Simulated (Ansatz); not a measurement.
Rock-salt HfN, treated with LDA (Ansatz, an electronic-structure program, plane waves, PAW).

Numerical settings: plane-wave cutoff 520 eV, 16×16×16 k mesh, Fermi–Dirac smearing 0.1 eV, perturbation theory, scalar-relativistic PAW data made under PBE.

The cell has the measured lattice: a = b = c = 4.520 Å, α = β = γ = 90.00°.

Predict the zone-centre TO phonon frequency.


* **zone-centre TO phonon frequency**: 481 cm⁻¹

Note: the cell isn't this level's own, so it is under some stress, which shifts stiffness and frequencies.

Spin–orbit coupling is not included.
